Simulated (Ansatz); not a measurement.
hcp Hf, treated with r²SCAN (PAW; Ansatz, an electronic-structure program).

Run with plane-wave cutoff 600 eV, 18×18×8 k mesh (along the axes of the cell as run), Fermi–Dirac smearing 0.1 eV, finite displacements, scalar-relativistic PAW data made under PBE.

Computed at the level's own relaxed cell.

Harmonic phonon frequencies (cm⁻¹; i marks an imaginary mode):

```json
[
 {"q point": "Γ", "frequencies": "[?]"},
 {"q point": "M", "frequencies": "67 75 121 126 132 139"},
 {"q point": "A", "frequencies": "60 60 60 60 110 110"},
 {"q point": "L", "frequencies": "103 103 104 104 156 156"}
]
```

Fill in the missing entries.


- Γ, frequencies: 0 0 0 85 85 100

No imaginary mode appears at these points.
